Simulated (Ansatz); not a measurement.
Caesium, bcc: convergence with Gaussian smearing

Computed with Ansatz, LDA, scalar-relativistic PAW, on the relaxed cell (a = 5.768 Å; spin not included). Errors count from a run at 420 eV on a Γ-centred 13×13×13 mesh with Fermi-Dirac smearing of 0.1 eV, extrapolated to zero width. Fixed here: cutoff 420 eV, mesh 8×8×8. The SCF starts from atomic densities corrected by a trained network.

```json
{"width (eV)": "0.01", "E(σ→0) error (meV/atom)": "8.3", "F error (meV/atom)": "8.1", "P (GPa)": "-0.01", "SCF iterations": "6"}
{"width (eV)": "0.03", "E(σ→0) error (meV/atom)": "7.8", "F error (meV/atom)": "7.0", "P (GPa)": "-0.01", "SCF iterations": "6"}
{"width (eV)": "0.1", "E(σ→0) error (meV/atom)": "6.4", "F error (meV/atom)": "1.4", "P (GPa)": "-0.01", "SCF iterations": "6"}
{"width (eV)": "0.2", "E(σ→0) error (meV/atom)": "3.5", "F error (meV/atom)": "-10.7", "P (GPa)": "-0.01", "SCF iterations": "6"}
{"width (eV)": "0.3", "E(σ→0) error (meV/atom)": "1.2", "F error (meV/atom)": "-27.2", "P (GPa)": "-0.01", "SCF iterations": "6"}
{"width (eV)": "0.6", "E(σ→0) error (meV/atom)": "-4.7", "F error (meV/atom)": "-106.0", "P (GPa)": "-0.02", "SCF iterations": "6"}
{"width (eV)": "1.0", "E(σ→0) error (meV/atom)": "-12.1", "F error (meV/atom)": "-282.0", "P (GPa)": "-0.01", "SCF iterations": "6"}
```
